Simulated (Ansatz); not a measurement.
A geometry relaxed with B3LYP-D3(BJ)/def2-TZVP (Ansatz, a program for electronic structure), charge 0, multiplicity 1:

```xyz
4

F     -1.1232    -0.6737    -0.1257
B      0.0000     0.0000     0.0000
F      1.1411    -0.6419     0.1310
F     -0.0179     1.3156    -0.0054
```

Q: Write the SMILES of this molecule.

A: `FB(F)F`
